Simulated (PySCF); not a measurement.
Fill in the blanks.

Compound: methyl formate, C2H4O2.
SMILES: `COC=O`

Conformer (atom-mapped SMILES and torsion angles): `[CH3:1][O:2][CH:3]=[O:4]`: C1–O2–C3–O4 0°.

```json
{"property": "rotational constants A, B, C", "level": "PBE0-D3(BJ)/def2-SVP", "value": "20.410, 6.935, 5.352 GHz"}
{"property": "dipole moment", "level": "PBE0/pcSseg-1", "value": "?"}
{"property": "HOMO energy", "level": "PBE0/pcSseg-1", "value": "?"}
{"property": "LUMO energy", "level": "PBE0/pcSseg-1", "value": "0.16 eV"}
{"property": "13C chemical shifts (computed TMS as zero) by class", "level": "GIAO PBE0/pcSseg-1", "value": "?"}
{"property": "1H chemical shifts (computed TMS as zero) by class", "level": "GIAO PBE0/pcSseg-1", "value": "7.79 (1 H), 3.68 (3 H) ppm"}
{"property": "isotropic shieldings of nuclei other than C and H, by class", "level": "GIAO PBE0/pcSseg-1", "value": "?"}
{"property": "largest of the computed one-bond spin–spin couplings (means over like bonds)", "level": "B3LYP/pcJ-1", "value": "?"}
{"property": "core binding energies", "level": "ΔSCF SCAN, pcX-2 on the ionised atom, pcseg-1 elsewhere, spin-free X2C", "value": "?"}
```

Gas-phase values; electronic properties from PySCF, density fitting. One conformer (not necessarily the lowest) at the PBE0-D3(BJ)/def2-SVP geometry, without solvent or vibrations. NMR classes are plain means over equivalent atoms (diastereotopic ones count apart unless rotation or inversion swaps them), as if these changed places fast; in this geometry the members of some classes differ.

(1) The isotropic shieldings of nuclei other than C and H, by class?

(2) What are the 13C chemical shifts (computed TMS as zero) by class?

(3) Give the core binding energies.

(4) The largest of the computed one-bond spin–spin couplings (means over like bonds)?

(5) What is the HOMO energy?

(6) What is the dipole moment?

## Answers

(1) -119 (1 O), 139 (1 O) ppm.

(2) 164.8 (1 C), 51.2 (1 C) ppm.

(3) C1s 292.9, C1s 295.0, O1s 538.3, O1s 540.0 eV.

(4) 13C–1H +231.5, 13C–1H +152.7 (×3), 17O–13C +39.2, 17O–13C +27.4, 17O–13C +19.4 Hz.

(5) -8.31 eV.

(6) 1.92 D.

In atomic units the dipole is 0.76 e·bohr (1 au = 2.5417 D). The rotational constants make it an asymmetric top with κ = (2B − A − C)/(A − C) = -0.79, nearer the prolate limit (−1). With B = h/(8π²I), that is 505.379 GHz u Å² over I, the principal moments of inertia are 24.8, 72.9 and 94.4 u Å² (most abundant isotopes); the inertial defect Ic − Ia − Ib is -3.3 u Å² (zero for a rigid planar frame, negative otherwise).

For the core-ionisation job (SCAN ΔSCF), the run took 28 s of wall time on an Arm Neoverse N1 with one thread, no GPU (shared host).
